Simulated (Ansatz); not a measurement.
Species: C$_{2}$H$_{3}$O$_{2}$, net charge 0, doublet state. It need not be the lowest isomer of its formula. 
Geometry from a B3LYP-D3(BJ)/def2-TZVP (Ansatz, a first-principles code) optimisation:
```xyz
7

C     -0.8900    -0.0050     0.0066
O     -0.8153    -1.0156     0.6401
O      0.1687     0.7169    -0.4503
H     -1.8118     0.4969    -0.3047
C      1.4272     0.2754    -0.1782
H      1.5540    -0.6302     0.3892
H      2.2073     0.9005    -0.5732
```
Charge 0, spin multiplicity 2.

Total electronic energies in hartree. Cores are frozen in the correlated levels unless marked. Open shells are spin-unrestricted. No spin-orbit coupling. No relativistic terms. CBS marks a two-point X^-3 extrapolation of the correlation energy; Hartree-Fock from the larger set. The bracket is a focal-point correction in the basis named.

| level | program | energy (Eh) |
|---|---|---|
| HF/6-31G* | Ansatz | -227.15393 |
| SVWN5/def2-TZVPD | Ansatz | -226.71096 |
| revPBE/def2-TZVPD | Ansatz | -228.43122 |
| r2SCANh-D4/def2-TZVPD | Ansatz + dftd4 | -228.36459 |
| HSE06-D4/def2-TZVPD | Ansatz + dftd4 | -228.23198 |
| HSE06/def2-TZVPD | Ansatz | -228.22943 |
| LC-wPBE-D3(BJ)/def2-TZVPD | Ansatz + dftd3 | -228.35380 |
| B2PLYP-D4/def2-TZVPD | Ansatz + dftd4 | -228.33022 |
| B2PLYP/def2-TZVPD | Ansatz | -228.32787 |
| PBE-QIDH/def2-TZVPD | Ansatz | -228.19955 |
| MP2/cc-pVDZ | Ansatz | -227.78052 |
| SCS-MP2/STO-3G | Ansatz | -224.34121 |
| CCSD/6-31G* | Ansatz | -227.76052 |
| CCSD/cc-pVTZ | Ansatz | -228.02320 |
| RI-MP2/CBS(cc-pVTZ,cc-pVQZ)+[CCSD(T)-MP2]/cc-pVTZ | Ansatz | -228.1708 |

Totals of different functionals don't rank their quality; only differences between species are comparable.
